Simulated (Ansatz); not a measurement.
A made-up structure of CH$_{3}$Mg (charge +1), singlet:

| atom | x (Å) | y (Å) | z (Å) |
| --- | --- | --- | --- |
| C1 | -0.2841 | -0.9616 | 0.4497 |
| Mg2 | 0.3719 | 1.2598 | -0.5894 |
| H3 | -1.4122 | -1.4534 | 0.4506 |
| H4 | 0.4711 | -1.7335 | 1.0399 |
| H5 | 0.8534 | 2.8887 | -1.3508 |

It is relaxed with PBE-D4/def2-SVP and then PBE0-D4/def2-TZVP (Ansatz 0.2.0). Atoms count as bonded within 1.22 times the sum of their covalent radii (H–H: 0.88 Å). The end point is not checked to be a true minimum.

Does its bonding change? (Judge from chemistry; the calculation decides.)

Computed: No: no bond forms or breaks.

Where it ends: The first stage lowers the energy by 0.64 eV in 9 steps. It ends as CH₃Mg ([CH2][MgH]), total charge +1:
C1  (-0.253, -0.859, 0.401)
Mg2  (0.332, 1.124, -0.527)
H3  (-1.261, -1.298, 0.402)
H4  (0.421, -1.548, 0.928)
H5  (0.761, 2.580, -1.204)
(Å)

Labels in which every atom is bracketed show which atoms are joined, not bond orders.

For scale, one of the runs: PBE0-D4/def2-TZVP relaxation, 81 basis functions, launched by `ansatz run in.yaml --threads 2 --pin off --events-out ev --progress --plain --max-ram 4352MiB`. The run took about 7 s on 2 CPU threads of an Arm Neoverse V2 (shared host).
